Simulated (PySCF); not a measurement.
Species: C4H6N2.
Structure used (GFN2-xTB), in Å, numbered top down from 1:
```xyz
12
C4H6N2 angstrom
C     -1.6511   -0.2214    0.1524
N     -0.2495    0.0463    0.0068
C      0.7516   -0.8833   -0.0376
C      1.9147   -0.1798   -0.1585
N      1.6505    1.1514   -0.1875
C      0.3548    1.2535   -0.0859
H     -1.8665   -0.6160    1.1489
H     -1.9778   -0.9533   -0.5890
H     -2.2103    0.7022    0.0104
H      0.5530   -1.9339    0.0172
H      2.9196   -0.5447   -0.2264
H     -0.1878    2.1782   -0.0769
```

The computed photoelectron lines, unassigned: C 1s: 290.47 (area 1), 290.81 (area 1), 291.47 (area 1), 292.52 (area 1) eV; N 1s: 404.01 (area 1), 406.52 (area 1) eV.

Method used: delta-SCF UKS SCAN, pcX-2 on the ionised atom, pcseg-1 elsewhere, spin-free X2C in PySCF. Isolated species at its GFN2-xTB geometry, gas phase.

Problem. Assign the C 1s lines to atoms.

Solution. 290.47 eV: C4 (aromatic CH next to a ring nitrogen); 290.81 eV: C3 (aromatic CH next to a ring nitrogen); 291.47 eV: C6 (aromatic CH next to a ring nitrogen); 292.52 eV: C1 (N-methyl carbon). Lowest listed C 1s: C4, bonded to N (aromatic in the SMILES), C (aromatic in the SMILES) and H. Highest, 2.05 eV above it: C1, bonded to N and 3 H. The widest gap between neighbouring values is 1.05 eV, between 291.47 and 292.52 eV.

Problem. Assign the N 1s lines to atoms.

Solution. 404.01 eV: N5 (pyridine-type nitrogen); 406.52 eV: N2 (pyrrole-type nitrogen). Lowest listed N 1s: N5, bonded to 2 C (aromatic in the SMILES). Highest, 2.51 eV above it: N2, bonded to 2 C (aromatic in the SMILES) and C. Summing the Pauling electronegativity differences to the bonded atoms, each weighted by its formal bond order, gives -1.47 for the lowest site and -1.96 for the highest; the largest sum, -1.47, belongs to N5, 2.51 eV below the top. The smallest sum, -1.96, belongs to N2, 2.51 eV above the lowest.

Bonded neighbours of each site: C1: N and 3 H; N2: 2 C (aromatic in the SMILES) and C; C3: N (aromatic in the SMILES), C (aromatic in the SMILES) and H; C4: N (aromatic in the SMILES), C (aromatic in the SMILES) and H; N5: 2 C (aromatic in the SMILES); C6: 2 N (aromatic in the SMILES) and H.

Problem. What is the longest wavelength that can ionise C 1s of C4 vertically?

Solution. λ = hc/E = 12398.42 eV Å / 290.47 eV = 42.684 Å.
